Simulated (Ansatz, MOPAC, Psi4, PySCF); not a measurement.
Gas-phase reaction in SMILES: ClC (CH3Cl) [chloromethane] -> [CH3] (CH3) + Cl atom (the C-Cl bond breaks)

Property: bond dissociation energy (enthalpy at 298 K), in kcal/mol. Conventions: LANL2DZ with its own core potentials from Na on; non-relativistic; 6-31G* and kin with 6d, 5d where marked; 6-311+G** with 5d, 6d on Na to Ar in Ansatz (a program for electronic structure); UHF or UKS for open shells; no spin-orbit coupling; frozen cores in correlated levels; dispersion terms only where a functional's name holds one. Basis-set limits of correlation are two-point, X^-3; Hartree-Fock from the larger set. Ab initio and DFT rows: single points at B3LYP-D3(BJ) geometries (Ansatz), with unscaled harmonic terms from B3LYP/6-31G* at its own minima. Semi-empirical rows: MOPAC heats of formation at their own minima for 298 K.

Measured values: Active Thermochemical Tables 1.112 (ions: stationary electron), as tabulated in the package chemicals; they hold spin-orbit and core effects, anharmonicity. 

Value to compare with, the measured value: 83.8 kcal/mol.

```
level                                        program  bond dissociation energy (enthalpy at 298 K) (kcal/mol)  error
------------------------------------  --------------  -------------------------------------------------------  -----
PM6                                            MOPAC                                                     72.1  -11.7
HF/STO-3G                                     Ansatz                                                     61.7  -22.1
HF/LANL2DZ                                    Ansatz                                                     36.5  -47.3
PBE/3-21G                                     Ansatz                                                     79.7   -4.1
BLYP/6-31G*                                   Ansatz                                                     80.9   -2.9
BP86/def2-SVP                                  PySCF                                                     83.9    0.1
B3LYP/LANL2DZ                                 Ansatz                                                     67.5  -16.3
B3LYP/6-31G*                                  Ansatz                                                     80.4   -3.4
B3LYP/6-31+G*                                 Ansatz                                                     78.2   -5.6
B3LYP/cc-pVDZ                                 Ansatz                                                     78.5   -5.3
B3LYP/6-311+G**                               Ansatz                                                     77.6   -6.2
wB97X-D/6-31G*                                  Psi4                                                     84.4    0.6
wB97X-D/6-311+G**                               Psi4                                                     82.3   -1.5
MP2/3-21G                                     Ansatz                                                     60.2  -23.6
B3LYP-D3(BJ)/def2-TZVPD               Ansatz + dftd3                                                     80.8   -3.0
wB97M-V/def2-TZVPD                            Ansatz                                                     85.3    1.5
CCSD(T)/CBS(def2-TZVPPD,def2-QZVPPD)          Ansatz                                                     84.2    0.4
```

Among the 14 habitual levels, HF/LANL2DZ lies farthest from the measured value (-47.3 kcal/mol); 2 of 14 lie above it, and their mean absolute error is 10.8 kcal/mol, the median 5.4. One case shows no general order.

The levels are drawn from those run, B3LYP/6-31G* more often than the rest, none by its result; runs whose electronic state is in doubt are left out.
